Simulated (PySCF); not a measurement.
# F, SMILES `[F]` (charge 0, multiplicity 2)

Calculation: TPSSh-D3(BJ)/def2-TZVP (PySCF).

```
Quantity                                               Value
-----------------------------  -----------------------------
highest occupied spin orbital                      -11.25 eV
dipole moment                                         0.00 D
total energy                                     -99.7660 Ha
cost                           around 5 core-seconds (rough)
```

```xyz
1

F      0.0000     0.0000     0.0000
```
Charge 0, spin multiplicity 2.
